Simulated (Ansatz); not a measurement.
Mulliken charges of CH$_{2}$ClFO, SMILES `OC(F)Cl` from r2SCAN/def2-TZVPP in Ansatz (PBE0-D4/def2-TZVP geometry).

| atom | x (Å) | y (Å) | z (Å) | charge (e) |
| --- | --- | --- | --- | --- |
| O1 | 0.504 | 0.977 | -0.218 | -0.289 |
| C2 | 0.087 | -0.213 | 0.254 | 0.341 |
| F3 | 0.593 | -1.241 | -0.472 | -0.186 |
| Cl4 | -1.699 | -0.379 | 0.209 | -0.157 |
| H5 | 0.156 | 1.107 | -1.109 | 0.217 |
| H6 | 0.401 | -0.316 | 1.290 | 0.073 |

Question: By hand: the dipole of these point charges (1 e Å = 4.8032 D).

Answer: Σ q r = (0.104, 0.152, 0.058) e Å, of length 0.193 e Å = 0.93 D.

Question: How does the dipole of the full density compare? (An estimate is asked.)

Answer: Computed: (0.075, 0.163, -0.052) e Å, 0.90 D; the point charges give 1.03 times that, at 35° from its direction.

Point charges leave out the atoms' own dipoles, such as those of lone pairs, and Mulliken's split depends on the basis, so the two needn't agree.
